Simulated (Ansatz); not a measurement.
**AsF$_{2}$, doublet: vertical spin and charge gaps**

Geometry (PBE0/def2-TZVP stationary point for this spin, not checked as a minimum):

```yaml
atoms:
  - { symbol: As, position_ang: [0.0000, -0.3875, 0.0000] }
  - { symbol: F, position_ang: [0.0000, 0.7641, -1.2906] }
  - { symbol: F, position_ang: [0.0000, 0.7641, 1.2906] }
```

Basis cc-pVDZ; Ansatz 0.2.0. Only valence electrons are correlated (noble-gas cores and the filled d shells of p-block atoms frozen). R marks a restricted (for open shells ROHF) determinant, U an unrestricted one. Active spaces: valence = (15e, 10o, short of the full valence) chosen from the atoms' valence shells. No spin–orbit coupling is included, and no scalar relativity.

Gaps are energies of the second state less the first, at fixed atoms, for a selection of the levels run; each method lands on the state that its own search finds for that charge and spin.

Removing an electron, to the triplet: 12.603 eV at UCCSDT(Q).

```json
{"level": "UHF", "gap (eV)": "12.400", "error (meV)": "-203"}
{"level": "UMP2", "gap (eV)": "12.717", "error (meV)": "114"}
{"level": "UCCSD", "gap (eV)": "12.704", "error (meV)": "101"}
{"level": "UCCSD(T)", "gap (eV)": "12.638", "error (meV)": "35"}
{"level": "BCCD(T)", "gap (eV)": "12.643", "error (meV)": "40"}
{"level": "UCCSDT", "gap (eV)": "12.617", "error (meV)": "14"}
{"level": "CASSCF (valence space)", "gap (eV)": "11.865", "error (meV)": "-738"}
{"level": "NEVPT2 (valence space)", "gap (eV)": "12.492", "error (meV)": "-111"}
{"level": "MRCISD (valence space)", "gap (eV)": "12.482", "error (meV)": "-121"}
{"level": "MRCISD+Q (valence space)", "gap (eV)": "12.598", "error (meV)": "-5"}
{"level": "PBE", "gap (eV)": "12.623", "error (meV)": "20"}
{"level": "r2SCAN", "gap (eV)": "12.835", "error (meV)": "232"}
{"level": "PBE0", "gap (eV)": "12.934", "error (meV)": "331"}
{"level": "B3LYP", "gap (eV)": "12.977", "error (meV)": "374"}
{"level": "wB97M-V", "gap (eV)": "12.977", "error (meV)": "374"}
{"level": "B2PLYP", "gap (eV)": "12.863", "error (meV)": "260"}
{"level": "RPA-PBE", "gap (eV)": "12.425", "error (meV)": "-178"}
```

Quartet less doublet: 6.398 eV at UCCSDT(Q).

| level | gap (eV) | error (meV) |
| --- | --- | --- |
| UHF | 5.975 | -423 |
| UMP2 | 6.395 | -3 |
| CASSCF (valence space) | 6.577 | 179 |
| NEVPT2 (valence space) | 6.290 | -108 |
| MRCISD+Q (valence space) | 6.417 | 19 |
| PBE | 6.317 | -81 |
| r2SCAN | 6.285 | -113 |
| PBE0 | 6.379 | -19 |
| wB97M-V | 6.656 | 258 |
| B2PLYP | 6.583 | 185 |

Removing an electron, to the singlet: 8.744 eV at UCCSDT(Q).

```json
{"level": "UHF", "gap (eV)": "9.272", "error (meV)": "528"}
{"level": "UMP2", "gap (eV)": "8.743", "error (meV)": "-1"}
{"level": "UCCSD", "gap (eV)": "8.891", "error (meV)": "147"}
{"level": "UCCSD(T)", "gap (eV)": "8.770", "error (meV)": "26"}
{"level": "BCCD(T)", "gap (eV)": "8.757", "error (meV)": "13"}
{"level": "UCCSDT", "gap (eV)": "8.762", "error (meV)": "18"}
{"level": "CASSCF (valence space)", "gap (eV)": "7.817", "error (meV)": "-927"}
{"level": "NEVPT2 (valence space)", "gap (eV)": "8.706", "error (meV)": "-38"}
{"level": "MRCISD (valence space)", "gap (eV)": "8.593", "error (meV)": "-151"}
{"level": "MRCISD+Q (valence space)", "gap (eV)": "8.721", "error (meV)": "-23"}
{"level": "PBE", "gap (eV)": "8.762", "error (meV)": "18"}
{"level": "r2SCAN", "gap (eV)": "9.145", "error (meV)": "401"}
{"level": "PBE0", "gap (eV)": "9.180", "error (meV)": "436"}
{"level": "B3LYP", "gap (eV)": "9.086", "error (meV)": "342"}
{"level": "wB97M-V", "gap (eV)": "9.029", "error (meV)": "285"}
{"level": "B2PLYP", "gap (eV)": "8.915", "error (meV)": "171"}
{"level": "RPA-PBE", "gap (eV)": "8.740", "error (meV)": "-4"}
```

In so small a basis the reference is far from its limit while semilocal and hybrid functionals are nearer theirs (RPA and double hybrids share much of the reference's basis error), so the functionals' errors here hold much of the reference's basis and frozen-core error, which can add to them or hide them.

Full CI isn't at hand for all of this; UCCSDT(Q) serves as the reference, and is uncertain by about the last step of the cluster series. The frozen core follows each run's orbitals, which can shift R against U totals by a few meV for light atoms and by up to 0.1 eV past Ca.
